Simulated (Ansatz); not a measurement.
**C₂Al radical: geometry and frequencies at several levels**

The task, for C₂Al radical: geometry and frequencies at several levels. Spin multiplicity 2.

Method: the levels named in each step, in Ansatz 0.2.0.

### 1 Starting point

Bond lengths: C1–C2 1.258 Å, C1–Al3 2.020 Å, C2–Al3 2.020 Å. Angles: C1–C2–Al3 71.9°, C2–C1–Al3 71.9°, C1–Al3–C2 36.3°.

As a file:

```xyz
3

C     0.0254    1.1872    0.1299
C    -0.9278    0.6048   -0.4478
Al    0.4016   -0.7978    0.1415
```

### 2 A rough first relaxation, PBE-D4/def2-SVP

This run stands in another session on the same molecule. It ended at:

```xyz
3

C     0.0453    1.1717    0.1392
C    -0.9263    0.5780   -0.4496
Al    0.3803   -0.7554    0.1340
```

### 3 Relaxation, PBE0-D4/def2-TZVPP

This run stands in another session on the same molecule. It ended at:

```xyz
3

C     0.0445    1.1563    0.1373
C    -0.9140    0.5707   -0.4436
Al    0.3688   -0.7326    0.1299
```

### 4 Relaxation, CCSD(T)/cc-pV(T+d)Z

File input.yaml:

```yaml
crystal:
  periodic: [false, false, false]
  atoms:
    - { symbol: C, position_ang: [0.04446539, 1.15627855, 0.1372593] }
    - { symbol: C, position_ang: [-0.91400759, 0.57068308, -0.44359367] }
    - { symbol: Al, position_ang: [0.36884219, -0.73264163, 0.12993437] }
magnetization:
  spin_polarized: true
  initial_magnetization: 1
basis:
  gaussian: { orbitals: "cc-pV(T+d)Z.json" }
correlation:
  method: ccsd_t
scf:
  omitted_lower_state_checks: [cluster_reference]
relax:
  f_tol: 0.002
  max_steps: 40
```

Run with:

```
$ ansatz run input.yaml --threads 4 --pin off --max-ram 10240MiB --backend cpu --events-out ev --progress --plain --runs-dir out
```

Log, cut to the lines that bear on the results:

```text
Warning: RAYON_NUM_THREADS=4 ignored (pool sized by the plan → 4); use --threads N
[...]
Functional definition: HF
[...]
679 factors; integrals over basis functions are off by at most 3.3e-4 eV
[...]
mean field -8640.46870878 eV, -317.5313683275 hartree, gradient 9.2e-6 eV, S^2 0.764058; 13 other end points of the search recorded, 0 dependent functions left out
7 core orbitals not correlated: weight in the atoms' cores, before any rotation towards them, 1.000 or more for the frozen orbitals, at most 0.000 for the correlated occupied ones
reference -8640.46870878 eV, -317.5313683275 hartree; 6, 5 occupied and 86, 87 virtual orbitals, 679 factors
second order -9.08345992 eV of doubles, -0.00000000 eV of singles
cycle   1  -8.85469217 eV  change    2.3e-1 eV  update   1.0e-1
[...]
perturbative correction -0.67393618 eV, -0.0247666977 hartree
[...]
relax step   1: F+E_penalty+E_count = -8650.49293095 eV  Δ(F+E_penalty+E_count) = +0.000e0 eV  max|allowed force component| = 9.195e-1 eV/Å  Δτ_max = 0.0000 Å  (716 SCF iters, accepted)
[...]
relax step   3: F+E_penalty+E_count = -8650.50423906 eV  Δ(F+E_penalty+E_count) = -1.797e-3 eV  max|allowed force component| = 3.114e-2 eV/Å  Δτ_max = 0.0063 Å  (46 SCF iters, accepted)
[...]
relax step   4: F+E_penalty+E_count = -8650.50427278 eV  Δ(F+E_penalty+E_count) = -3.373e-5 eV  max|allowed force component| = 7.807e-4 eV/Å  Δτ_max = 0.0012 Å  (41 SCF iters, accepted)
[...]
679 factors; integrals over basis functions are off by at most 3.4e-4 eV
[...]
mean field -8640.43970619 eV, -317.5303025021 hartree, gradient 1.8e-6 eV, S^2 0.765416; 12 other end points of the search recorded, 0 dependent functions left out
7 core orbitals not correlated: weight in the atoms' cores, before any rotation towards them, 1.000 or more for the frozen orbitals, at most 0.000 for the correlated occupied ones
reference -8640.43970619 eV, -317.5303025021 hartree; 6, 5 occupied and 86, 87 virtual orbitals, 679 factors
second order -9.11343826 eV of doubles, -0.00000000 eV of singles
[...]
cycle  19  -9.37809350 eV  change    5.4e-8 eV  update   7.6e-8
perturbative correction -0.68647312 eV, -0.0252274217 hartree
[...]
Total energy: -8650.50427280 eV, -317.9001685031 hartree
Atom 0 at     0.048035     1.164692     0.140032 Å, force    -0.000781     0.000027    -0.000424 eV/Å
Atom 1 at    -0.922377     0.571802    -0.448057 Å, force     0.000392     0.000744     0.000287 eV/Å
Atom 2 at     0.373642    -0.742174     0.131625 Å, force     0.000388    -0.000771     0.000137 eV/Å
Dipole moment:     0.360287    -0.715596     0.126924 e Å
Checks for a lower state left out: cluster_reference
```

Wall time 63 s (4 threads of AMD EPYC 9R14 (Zen 4), shared host); peak memory 1 GiB.

Step by step:

| step | E - E(step 1) (eV) | largest force component (eV/Å) |
| --- | --- | --- |
| 1 | 0.0000 | 0.9195 |
| 2 | -0.0095 | 0.2664 |
| 3 | -0.0113 | 0.0311 |
| 4 | -0.0113 | 0.0008 |

Step 1 is the start.

Before: Bond lengths: C1–C2 1.265 Å, C1–Al3 1.917 Å, C2–Al3 1.917 Å. Angles: C1–C2–Al3 70.7°, C2–C1–Al3 70.7°, C1–Al3–C2 38.5°.

After: Bond lengths: C1–C2 1.280 Å, C1–Al3 1.934 Å, C2–Al3 1.934 Å. Angles: C1–C2–Al3 70.7°, C2–C1–Al3 70.7°, C1–Al3–C2 38.6°.

### 5 Frequencies, CCSD(T)/cc-pV(T+d)Z

File input.yaml:

```yaml
crystal:
  periodic: [false, false, false]
  atoms:
    - { symbol: C, position_ang: [0.04803538, 1.16469232, 0.14003169] }
    - { symbol: C, position_ang: [-0.92237717, 0.57180217, -0.44805689] }
    - { symbol: Al, position_ang: [0.37364178, -0.74217448, 0.1316252] }
magnetization:
  spin_polarized: true
  initial_magnetization: 1
basis:
  gaussian: { orbitals: "cc-pV(T+d)Z.json" }
correlation:
  method: ccsd_t
scf:
  omitted_lower_state_checks: [cluster_reference]
phonons: {}
```

Run with:

```
$ ansatz run input.yaml --threads 4 --pin off --max-ram 10240MiB --backend cpu --events-out ev --progress --plain --runs-dir out
```

Log, cut to the lines that bear on the results:

```text
Warning: RAYON_NUM_THREADS=4 ignored (pool sized by the plan → 4); use --threads N
[...]
Functional definition: HF
[...]
680 factors; integrals over basis functions are off by at most 3.4e-4 eV
[...]
mean field -8640.43970658 eV, -317.5303025163 hartree, gradient 8.4e-6 eV, S^2 0.765416; 11 other end points of the search recorded, 0 dependent functions left out
7 core orbitals not correlated: weight in the atoms' cores, before any rotation towards them, 1.000 or more for the frozen orbitals, at most 0.000 for the correlated occupied ones
reference -8640.43970658 eV, -317.5303025163 hartree; 6, 5 occupied and 86, 87 virtual orbitals, 680 factors
second order -9.11343819 eV of doubles, -0.00000000 eV of singles
cycle   1  -8.86801379 eV  change    2.5e-1 eV  update   1.0e-1
[...]
perturbative correction -0.68647314 eV, -0.0252274227 hartree
[...]
680 factors; integrals over basis functions are off by at most 3.4e-4 eV
[...]
7 core orbitals not correlated: weight in the atoms' cores, before any rotation towards them, 1.000 or more for the frozen orbitals, at most 0.000 for the correlated occupied ones
reference -8640.44044625 eV, -317.5303296986 hartree; 6, 5 occupied and 86, 87 virtual orbitals, 680 factors
second order -9.11385881 eV of doubles, -0.00000000 eV of singles
[...]
cycle  19  -9.37775777 eV  change    4.8e-8 eV  update   1.1e-7
perturbative correction -0.68604608 eV, -0.0252117285 hartree
[...]
Total energy: -8650.50427236 eV, -317.9001684869 hartree
Atom 0 at     0.048035     1.164692     0.140032 Å, force    -0.000781     0.000026    -0.000424 eV/Å
Atom 1 at    -0.922377     0.571802    -0.448057 Å, force     0.000393     0.000744     0.000288 eV/Å
Atom 2 at     0.373642    -0.742174     0.131625 Å, force     0.000388    -0.000770     0.000137 eV/Å
Dipole moment:     0.360287    -0.715596     0.126924 e Å
Vibrations: 412.49 626.87 1725.76 cm⁻¹, zero-point energy 0.171416 eV
Checks for a lower state left out: cluster_reference
```

It took 1.7 min on 4 threads of AMD EPYC 9R14 (Zen 4), shared host; peak memory 1 GiB.

Harmonic frequencies (cm⁻¹; negative: imaginary): 412, 627, 1726.

### 6 Geometries side by side

```csv
level,C1–C2 (Å),C1–Al3 (Å),C2–Al3 (Å),rotational constants (MHz),dipole (D),highest frequency (cm⁻¹),CPU time
PBE0-D4/def2-TZVPP,1.2645,1.9166,1.9166,"52677, 12154, 9875.7",4.16,-,13 s
CCSD(T)/cc-pV(T+d)Z,1.2803,1.9345,1.9345,"51389, 11940, 9688.5",3.90,1726,3.8 min
```

Constants are for the commonest isotopes at the equilibrium geometry; times are CPU times of the relaxations.

### 7 Outcome

```
                          quantity             value
      C1–C2 at CCSD(T)/cc-pV(T+d)Z           1.280 Å
     C1–Al3 at CCSD(T)/cc-pV(T+d)Z           1.934 Å
     C2–Al3 at CCSD(T)/cc-pV(T+d)Z           1.934 Å
frequencies at CCSD(T)/cc-pV(T+d)Z  412 to 1726 cm⁻¹
```

The C1–C2 distance spreads over 0.016 Å, from PBE0-D4/def2-TZVPP (shortest) to CCSD(T)/cc-pV(T+d)Z. No mode is imaginary, so the geometry is a minimum. A T1 diagnostic of 0.052 (charge +0) lies over the usual mark for one of the runs, a hint of some multireference character there.
